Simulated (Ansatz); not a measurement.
Species: C2H3N, SMILES `CC#N` (charge 0, multiplicity 1).

Task: Give a relaxed geometry from PBE0-D3(BJ)/def2-SVP in Ansatz (a quantum-chemistry and plane-wave program).

Result: the end point of this relaxation (outside a Z-matrix the atoms follow the SMILES, hydrogens last).
Cartesian coordinates (Å) in one orientation:
```xyz
6

C     -0.487    -0.003    -0.001
C      0.966     0.006     0.001
N      2.123     0.013     0.003
H     -0.863    -0.592    -0.849
H     -0.866    -0.446     0.931
H     -0.873     1.023    -0.085
```
